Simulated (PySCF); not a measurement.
C5H8.
Atom-mapped SMILES: `[CH2:1]=[CH:2][CH2:3][CH:4]=[CH2:5]` (hydrogens: H6, H7 on C1; H8 on C2; H9, H10 on C3; H11 on C4; H12, H13 on C5)

The geometry is computed with GFN2-xTB (gas phase).

**Question.** What internal coordinates does the optimisation give?

**Answer.** 
```
         bond  length (pm)
 C1=C2, C4=C5        131.9
 C2–C3, C3–C4        150.0
C1–H6, C5–H12        107.8
C1–H7, C5–H13        107.7
C2–H8, C4–H11        108.2
C3–H9, C3–H10        109.3
```

Bonds in one row agree within 1 pm and their mean is given. A selection of angles:
```
    angle  degrees
 C2–C1–H6    121.7
 C2–C1–H7    122.1
 H6–C1–H7    116.1
 C1–C2–C3    124.5
 C1–C2–H8    120.5
 C3–C2–H8    114.9
 C2–C3–C4    110.3
 C2–C3–H9    109.5
H9–C3–H10    108.7
```

Dihedral angles: C1–C2–C3–C4 117° (anticlinal); C2–C3–C4–C5 117° (anticlinal). The mirror-image conformer, all signs reversed, is as good.

Of the pairs four or more bonds apart, H9···H12 is among the closest relative to their van der Waals radii: 2.41 Å, 101 % of the sum of Bondi's values. The C–C distances run from 1.319 Å (C4=C5, drawn double) to 1.500 Å (C3–C4, drawn single), a spread of 0.181 Å.

Point group: C2 (every atom within 0.08 Å of its image). Stationary, but not proved a minimum. The numbers are those of one conformer.
